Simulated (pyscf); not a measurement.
`[CH3][In]` [singlet] + `[NH3]` → `[NH2][In]` [singlet] + `[CH4]`, a four-centre exchange (singlet surface; C–In, H–N broken, In–N, C–H formed). Single points on ωB97X-D3(BJ)/def2-SVP structures (PySCF, gas phase). Correlated levels are frozen-core, on RHF or UHF. ΔMP2 is the change of the MP2 total energy from the triple- to the quadruple-zeta basis. Energies in kJ/mol from the separated reactants.

Small-basis levels: PySCF, no dispersion term, spherical d functions. AM1 to PM7: differences of heats of formation from MOPAC, which are fitted to 298 K values and so differ in kind from electronic energies by zero-point and thermal terms. GFN2-xTB: tblite. Cost: rough CPU time at the saddle relative to B3LYP/6-31G*+LANL2DZ, from one job on a shared machine.

```
level                             barrier  reaction energy        cost
--------------------------------  -------  ---------------  ----------
MP2/6-31G*+LANL2DZ                   64.0           -105.1         0.1
SVWN5/6-31G*+LANL2DZ                -16.9           -100.5         0.8
BP86/6-31G*+LANL2DZ                  30.8           -101.7           1
PBE/6-31G*+LANL2DZ                   24.1           -100.7           1
B3LYP/LANL2DZ                        26.3           -127.5         0.9
B3LYP/6-31G*+LANL2DZ                 52.9           -102.0           1
B3LYP/6-311+G**+LANL2DZ              65.4            -90.1           2
B3LYP/def2-SVP                       53.4            -82.5           2
GFN2-xTB                              [?]           -138.2  under 0.02
AM1                                  74.8            -20.5  under 0.02
PM3                                   [?]            -50.3  under 0.02
PM6                                 105.2            -34.1  under 0.02
CCSD(T)/def2-TZVPP + ΔMP2(QZVPP)      [?]            -73.4           –
```

Complete the blanks.


- GFN2-xTB, barrier: -5.6
- PM3, barrier: 60.9
- CCSD(T)/def2-TZVPP + ΔMP2(QZVPP), barrier: 70.9

Against the last row the barrier runs from -87.8 (SVWN5/6-31G*+LANL2DZ) to +34.3 kJ/mol (PM6). At SVWN5/6-31G*+LANL2DZ, GFN2-xTB this geometry lies under one side, so the entry may be no barrier of that level: it is a single point on another level's saddle. CCSD(T)/def2-TZVPP + ΔMP2(QZVPP) has limits of its own. On the reactant side the descent ends in a bound adduct (not fully relaxed), 45.6 kJ/mol under the separated species and 112.2 kJ/mol under the saddle at ωB97X-D3(BJ)/def2-TZVP. This is the saddle that the search found; another between the same sides may lie lower. The CCSD(T) − MP2 part came from Ansatz, without density fitting, on the same reference. The frozen core leaves the outer d or s,p core shells of the metals and heavy elements correlated in the MP2 and CC values, and def2-TZVPP describes them poorly, which can shift differences by a few kcal/mol. In the def2 sets elements past Kr carry core potentials, without spin-orbit coupling.
